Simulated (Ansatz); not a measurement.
Ansatz (a first-principles code) input:

Ansatz 0.2 input:
```yaml
crystal:
  periodic: [false, false, false]
  atoms:
    - {symbol: O, position_ang: [0.01896663, -0.71043085, 0.00501195]}
    - {symbol: C, position_ang: [-0.00767407, 0.70487061, -0.00510197]}
    - {symbol: C, position_ang: [1.32701526, -1.23358840, -0.00630597]}
    - {symbol: C, position_ang: [-1.44885685, 1.16522519, 0.00822254]}
    - {symbol: H, position_ang: [0.53191605, 1.09348631, 0.87107085]}
    - {symbol: H, position_ang: [0.51138476, 1.08044940, -0.89918082]}
    - {symbol: H, position_ang: [1.24509694, -2.31950930, 0.00264131]}
    - {symbol: H, position_ang: [1.87638747, -0.92393236, -0.90539463]}
    - {symbol: H, position_ang: [1.89703806, -0.91081970, 0.87514254]}
    - {symbol: H, position_ang: [-1.97905540, 0.78806055, -0.86721785]}
    - {symbol: H, position_ang: [-1.95854557, 0.80108383, 0.90118280]}
    - {symbol: H, position_ang: [-1.49886130, 2.25558362, 0.00077261]}
basis:
  gaussian:
    orbitals: def2-TZVPD
hamiltonian:
  xc: {name: SVWN5}
magnetization: {spin_polarized: true, initial_magnetization: 2}
```

### Question
Predict the final energy.

### Answer
-192.51644 Eh (SVWN5/def2-TZVPD). The basis has 223 functions.

This state (charge 0, triplet) is run at the relaxed geometry of the species with charge 0 and multiplicity 1, and is a spin state other than that species' own.
